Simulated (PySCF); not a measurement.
**[SiPH4]− (SMILES [SiH2-]P): QCISD/aug-pcseg-1**

Aim: the energy difference between two shapes of [SiPH4]− at QCISD/aug-pcseg-1, from 2 runs. The job is set up through a Python script.

The results are computed with PySCF 2.14.0.

4 further runs of the same task are left out: 1 that didn't finish, 3 set aside as unsound or not needed.

### 1 Starting point

The species is [SiPH4]− (6 atoms), meant as a singlet with charge -1. SMILES: `[SiH2-]P`. Geometry: relaxed at GFN2-xTB. This is one conformer, not always the lowest.

Bond lengths: Si1–P2 2.225 Å, Si1–H3 1.503 Å, Si1–H4 1.503 Å, P2–H5 1.375 Å, P2–H6 1.375 Å. Angles: Si1–P2–H5 94.0°, Si1–P2–H6 94.1°, P2–Si1–H3 96.4°, P2–Si1–H4 96.5°, H5–P2–H6 91.3°, H3–Si1–H4 96.7°.

### 2 The energy at QCISD/aug-pcseg-1

File input.py:

```python
from pyscf import gto, cc

mol = gto.M(
    atom='''
Si     0.675861    -1.927237    -0.250615
P     -0.671287     2.024615     0.250578
H     -0.731494    -3.024677     1.959381
H     -1.213355    -2.660942    -2.240951
H      0.769874     2.958253    -1.700413
H      1.170402     2.629989     1.982020
''',
    max_memory=1860,
    charge=-1,
    unit='bohr',
    verbose=4,
    basis='aug-pcseg-1',
)

mf = mol.RHF()
mf.kernel()

mycc = cc.QCISD(mf)
mycc.kernel()
e_tot = mycc.e_tot
print('E = %.10f Eh' % e_tot)
```

Run with:

```bash
OMP_NUM_THREADS=1 python input.py
```

Standard output:

```text
PySCF version 2.14.0

[INPUT] num. atoms = 6
[INPUT] num. electrons = 34
[INPUT] charge = -1
[INPUT] spin (= nelec alpha-beta = 2S) = 0
[INPUT] symmetry False subgroup None
[INPUT] Mole.unit = bohr
[INPUT] Symbol           X                Y                Z      unit          X                Y                Z       unit  Magmom
[INPUT]  1 Si     0.357650238950  -1.019849900442  -0.132619746715 AA    0.675861000000  -1.927237000000  -0.250615000000 Bohr   0.0
[INPUT]  2 P     -0.355229782387   1.071380118887   0.132600167158 AA   -0.671287000000   2.024615000000   0.250578000000 Bohr   0.0
[INPUT]  3 H     -0.387089954725  -1.600590138794   1.036859772710 AA   -0.731494000000  -3.024677000000   1.959381000000 Bohr   0.0
[INPUT]  4 H     -0.642079814756  -1.408109865980  -1.185860199988 AA   -1.213355000000  -2.660942000000  -2.240951000000 Bohr   0.0
[INPUT]  5 H      0.407399776080   1.565440071736  -0.899819808752 AA    0.769874000000   2.958253000000  -1.700413000000 Bohr   0.0
[INPUT]  6 H      0.619350066015   1.391730243770   1.048839815588 AA    1.170402000000   2.629989000000   1.982020000000 Bohr   0.0

nuclear repulsion = 83.5745456213296
number of shells = 14
number of NR pGTOs = 150
number of NR cGTOs = 90
basis = aug-pcseg-1
ecp = {}

******** <class 'pyscf.scf.hf.RHF'> ********
method = RHF
initial guess = minao
damping factor = 0
level_shift factor = 0
DIIS = <class 'pyscf.scf.diis.CDIIS'>
diis_start_cycle = 1
diis_space = 8
diis_damp = 0
SCF conv_tol = 1e-09
SCF conv_tol_grad = None
SCF max_cycles = 50
direct_scf = True
direct_scf_tol = 1e-13
Set gradient conv threshold to 3.16228e-05
Initial guess from minao.
init E= -631.706187614267
  HOMO = -0.15015439885352  LUMO = 0.0262023208936939  gap/eV = 4.79891
cycle= 1 E= -631.891427881708  delta_E= -0.185  |g|= 0.206  |ddm|= 3.25
  HOMO = -0.0353528721305416  LUMO = 0.134176560397233  gap/eV = 4.61313
cycle= 2 E= -631.917796124968  delta_E= -0.0264  |g|= 0.0702  |ddm|= 1.39
  HOMO = -0.0666516861276598  LUMO = 0.133162727220992  gap/eV = 5.43723
cycle= 3 E= -631.920823982872  delta_E= -0.00303  |g|= 0.0239  |ddm|= 0.491
  HOMO = -0.0650674110797969  LUMO = 0.133635652053905  gap/eV = 5.40699
cycle= 4 E= -631.921438168014  delta_E= -0.000614  |g|= 0.00613  |ddm|= 0.169
  HOMO = -0.0653867595326463  LUMO = 0.133827952336182  gap/eV = 5.42091
cycle= 5 E= -631.921507603842  delta_E= -6.94e-05  |g|= 0.00204  |ddm|= 0.0848
  HOMO = -0.0653298654347707  LUMO = 0.133870702796545  gap/eV = 5.42052
cycle= 6 E= -631.921517172204  delta_E= -9.57e-06  |g|= 0.000679  |ddm|= 0.0534
  HOMO = -0.0654471789562203  LUMO = 0.133883069924842  gap/eV = 5.42405
cycle= 7 E= -631.921518545651  delta_E= -1.37e-06  |g|= 0.000217  |ddm|= 0.0304
  HOMO = -0.0654233204632328  LUMO = 0.133888098666517  gap/eV = 5.42354
cycle= 8 E= -631.921518678849  delta_E= -1.33e-07  |g|= 4.73e-05  |ddm|= 0.0118
  HOMO = -0.065424454662899  LUMO = 0.133888600889424  gap/eV = 5.42358
cycle= 9 E= -631.921518683829  delta_E= -4.98e-09  |g|= 9.18e-06  |ddm|= 0.0021
  HOMO = -0.0654238705481895  LUMO = 0.133888593753522  gap/eV = 5.42357
cycle= 10 E= -631.921518683969  delta_E= -1.4e-10  |g|= 2.29e-06  |ddm|= 0.000134
  HOMO = -0.0654241581578709  LUMO = 0.133888560021695  gap/eV = 5.42358
Extra cycle  E= -631.921518683983  delta_E= -1.41e-11  |g|= 1.05e-06  |ddm|= 3.47e-05
converged SCF energy = -631.921518683983

******** <class 'pyscf.cc.qcisd.QCISD'> ********
QCISD nocc = 17, nmo = 90
max_cycle = 50
direct = 0
conv_tol = 1e-07
conv_tol_normt = 1e-05
diis_space = 6
diis_start_cycle = 0
diis_start_energy_diff = 1e+09
Init t2, MP2 energy = -632.179186971266  E_corr(MP2) -0.257668287282539
Init E_corr(QCISD) = -0.257668287283756
cycle = 1  E_corr(QCISD) = -0.286437240368675  dE = -0.0287689531  norm(t1,t2) = 0.0549294
cycle = 2  E_corr(QCISD) = -0.294875444978223  dE = -0.00843820461  norm(t1,t2) = 0.0194805
cycle = 3  E_corr(QCISD) = -0.298283838901473  dE = -0.00340839392  norm(t1,t2) = 0.0091267
cycle = 4  E_corr(QCISD) = -0.2988386061274  dE = -0.000554767226  norm(t1,t2) = 0.00299341
cycle = 5  E_corr(QCISD) = -0.298711243788493  dE = 0.000127362339  norm(t1,t2) = 0.00137816
cycle = 6  E_corr(QCISD) = -0.298671329961866  dE = 3.99138266e-05  norm(t1,t2) = 0.000561525
cycle = 7  E_corr(QCISD) = -0.298685517345077  dE = -1.41873832e-05  norm(t1,t2) = 0.000253465
cycle = 8  E_corr(QCISD) = -0.298689817339888  dE = -4.29999481e-06  norm(t1,t2) = 0.000110884
cycle = 9  E_corr(QCISD) = -0.298688099839926  dE = 1.71749996e-06  norm(t1,t2) = 5.73374e-05
cycle = 10  E_corr(QCISD) = -0.2986878164667  dE = 2.83373226e-07  norm(t1,t2) = 2.77775e-05
cycle = 11  E_corr(QCISD) = -0.298687789816898  dE = 2.66498017e-08  norm(t1,t2) = 1.12584e-05
cycle = 12  E_corr(QCISD) = -0.298687749388162  dE = 4.04287362e-08  norm(t1,t2) = 5.71481e-06
QCISD converged
E(QCISD) = -632.2202064333712  E_corr = -0.2986877493881619
E = -632.2202064334 Eh
```

Wall time 19 s (1 thread of Intel Xeon Platinum 8375C at 2.90GHz (Ice Lake), shared host); peak memory 0.63 GiB.

### 3 The distorted shape, same level

File input.py:

```python
from pyscf import gto, cc

mol = gto.M(
    atom='''
Si     0.560812    -2.007898    -0.099296
P     -0.807026     2.143471     0.127934
H     -1.400502    -3.515896     1.815766
H     -1.415792    -2.720633    -2.364011
H      0.891571     3.041794    -1.564196
H      1.114978     2.906779     2.164107
''',
    spin=0,
    unit='bohr',
    charge=-1,
    verbose=4,
    max_memory=1860,
    basis='aug-pcseg-1',
)

calc0 = mol.RHF()
calc0.kernel()

mycc = cc.QCISD(calc0)
mycc.kernel()
etot = mycc.e_tot
print('Final energy', etot)
```

Run with:

```bash
OMP_NUM_THREADS=1 python input.py
```

Standard output:

```text
PySCF version 2.14.0

[INPUT] num. atoms = 6
[INPUT] num. electrons = 34
[INPUT] charge = -1
[INPUT] spin (= nelec alpha-beta = 2S) = 0
[INPUT] symmetry False subgroup None
[INPUT] Mole.unit = bohr
[INPUT] Symbol           X                Y                Z      unit          X                Y                Z       unit  Magmom
[INPUT]  1 Si     0.296768930010  -1.062533863452  -0.052545180336 AA    0.560812000000  -2.007898000000  -0.099296000000 Bohr   0.0
[INPUT]  2 P     -0.427059767820   1.134276005468   0.067699757302 AA   -0.807026000000   2.143471000000   0.127934000000 Bohr   0.0
[INPUT]  3 H     -0.741113742248  -1.860532039165   0.960861987563 AA   -1.400502000000  -3.515896000000   1.815766000000 Bohr   0.0
[INPUT]  4 H     -0.749204861803  -1.439696982877  -1.250980747564 AA   -1.415792000000  -2.720633000000  -2.364011000000 Bohr   0.0
[INPUT]  5 H      0.471799055117   1.609648065113  -0.827736876612 AA    0.891571000000   3.041794000000  -1.564196000000 Bohr   0.0
[INPUT]  6 H      0.590020948277   1.538201203981   1.145196106392 AA    1.114978000000   2.906779000000   2.164107000000 Bohr   0.0

nuclear repulsion = 79.567256814548
number of shells = 14
number of NR pGTOs = 150
number of NR cGTOs = 90
basis = aug-pcseg-1
ecp = {}

******** <class 'pyscf.scf.hf.RHF'> ********
method = RHF
initial guess = minao
damping factor = 0
level_shift factor = 0
DIIS = <class 'pyscf.scf.diis.CDIIS'>
diis_start_cycle = 1
diis_space = 8
diis_damp = 0
SCF conv_tol = 1e-09
SCF conv_tol_grad = None
SCF max_cycles = 50
direct_scf = True
direct_scf_tol = 1e-13
Set gradient conv threshold to 3.16228e-05
[... 1 set-up line as earlier in the session ...]
init E= -631.443377302151
  HOMO = -0.159116728808272  LUMO = 0.0243947791601045  gap/eV = 4.99360
cycle= 1 E= -631.883957394576  delta_E= -0.441  |g|= 0.196  |ddm|= 3.04
  HOMO = -0.055655167250054  LUMO = 0.131569079940108  gap/eV = 5.09463
cycle= 2 E= -631.908627717949  delta_E= -0.0247  |g|= 0.0664  |ddm|= 1.17
  HOMO = -0.0824962312749054  LUMO = 0.131857228101492  gap/eV = 5.83285
cycle= 3 E= -631.911506085777  delta_E= -0.00288  |g|= 0.0226  |ddm|= 0.401
  HOMO = -0.0813130757471083  LUMO = 0.132178951086447  gap/eV = 5.80941
cycle= 4 E= -631.912053169913  delta_E= -0.000547  |g|= 0.0058  |ddm|= 0.141
  HOMO = -0.0816443447426325  LUMO = 0.132388123332175  gap/eV = 5.82412
cycle= 5 E= -631.912111777123  delta_E= -5.86e-05  |g|= 0.00194  |ddm|= 0.057
  HOMO = -0.081510066112076  LUMO = 0.1324585787486  gap/eV = 5.82238
cycle= 6 E= -631.912118940806  delta_E= -7.16e-06  |g|= 0.000616  |ddm|= 0.0289
  HOMO = -0.081615470730076  LUMO = 0.132477500789582  gap/eV = 5.82577
cycle= 7 E= -631.912119876555  delta_E= -9.36e-07  |g|= 0.000186  |ddm|= 0.0152
  HOMO = -0.0815928595463604  LUMO = 0.132485367975122  gap/eV = 5.82537
cycle= 8 E= -631.912119957582  delta_E= -8.1e-08  |g|= 4.67e-05  |ddm|= 0.00507
  HOMO = -0.0815900509268657  LUMO = 0.132487091128606  gap/eV = 5.82534
cycle= 9 E= -631.912119961931  delta_E= -4.35e-09  |g|= 1.06e-05  |ddm|= 0.00103
  HOMO = -0.0815904576318278  LUMO = 0.132486936575632  gap/eV = 5.82534
cycle= 10 E= -631.912119962112  delta_E= -1.81e-10  |g|= 3.39e-06  |ddm|= 0.000128
  HOMO = -0.0815900392035331  LUMO = 0.132487028209661  gap/eV = 5.82533
Extra cycle  E= -631.912119962123  delta_E= -1.17e-11  |g|= 1.63e-06  |ddm|= 3.64e-05
converged SCF energy = -631.912119962123

******** <class 'pyscf.cc.qcisd.QCISD'> ********
QCISD nocc = 17, nmo = 90
max_cycle = 50
direct = 0
conv_tol = 1e-07
conv_tol_normt = 1e-05
diis_space = 6
diis_start_cycle = 0
diis_start_energy_diff = 1e+09
Init t2, MP2 energy = -632.169714172286  E_corr(MP2) -0.257594210163129
Init E_corr(QCISD) = -0.257594210165626
cycle = 1  E_corr(QCISD) = -0.287046834730252  dE = -0.0294526246  norm(t1,t2) = 0.0586171
cycle = 2  E_corr(QCISD) = -0.29619184267245  dE = -0.00914500794  norm(t1,t2) = 0.0217267
cycle = 3  E_corr(QCISD) = -0.300328006334831  dE = -0.00413616366  norm(t1,t2) = 0.0104834
cycle = 4  E_corr(QCISD) = -0.300897187440857  dE = -0.000569181106  norm(t1,t2) = 0.00318169
cycle = 5  E_corr(QCISD) = -0.300749997420172  dE = 0.000147190021  norm(t1,t2) = 0.00154619
cycle = 6  E_corr(QCISD) = -0.300718707739635  dE = 3.12896805e-05  norm(t1,t2) = 0.000575821
cycle = 7  E_corr(QCISD) = -0.300735775253061  dE = -1.70675134e-05  norm(t1,t2) = 0.000263037
cycle = 8  E_corr(QCISD) = -0.300739033996049  dE = -3.25874299e-06  norm(t1,t2) = 0.000115058
cycle = 9  E_corr(QCISD) = -0.300736843204727  dE = 2.19079132e-06  norm(t1,t2) = 5.82214e-05
cycle = 10  E_corr(QCISD) = -0.300736608902419  dE = 2.34302308e-07  norm(t1,t2) = 2.72682e-05
cycle = 11  E_corr(QCISD) = -0.300736550144563  dE = 5.87578556e-08  norm(t1,t2) = 1.07086e-05
cycle = 12  E_corr(QCISD) = -0.300736485015706  dE = 6.51288569e-08  norm(t1,t2) = 4.97926e-06
QCISD converged
E(QCISD) = -632.2128564471391  E_corr = -0.3007364850157063
Final energy -632.2128564471391
```

Run time: 19 s. Hardware: 1 thread of Intel Xeon Platinum 8375C at 2.90GHz (Ice Lake), shared host; peak memory 0.63 GiB.

### 4 Summary of results

Level: QCISD/aug-pcseg-1.

| quantity | value |
| --- | --- |
| first shape: total energy | -632.22021 Eh |
| first shape: HOMO energy (Hartree–Fock orbitals) | -1.78 eV |
| first shape: LUMO energy (Hartree–Fock orbitals) | 3.64 eV |
| first shape: HOMO–LUMO gap (to an unbound level, set by the basis) | 5.42 eV |
| first shape: correlation energy | -298.7 mEh |
| first shape: T1 diagnostic | 0.010 |
| distorted shape: total energy | -632.21286 Eh |
| distorted shape: HOMO energy (Hartree–Fock orbitals) | -2.22 eV |
| distorted shape: LUMO energy (Hartree–Fock orbitals) | 3.61 eV |
| distorted shape: HOMO–LUMO gap (to an unbound level, set by the basis) | 5.83 eV |
| distorted shape: correlation energy | -300.7 mEh |
| distorted shape: T1 diagnostic | 0.011 |
| energy change with the atoms displaced | 0.200 eV |

With the atoms displaced the energy rises by 0.20 eV (19.3 kJ/mol). The first shape isn't relaxed at this level, so the change isn't measured from a minimum. Mulliken charges (first shape) of the mean-field density run from -0.46 on P2 to +0.08 on H5; in a basis this large or diffuse they mean little. Mulliken charges (distorted shape) of the mean-field density run from -0.54 on P2 to +0.16 on Si1; in a basis this large or diffuse they mean little.
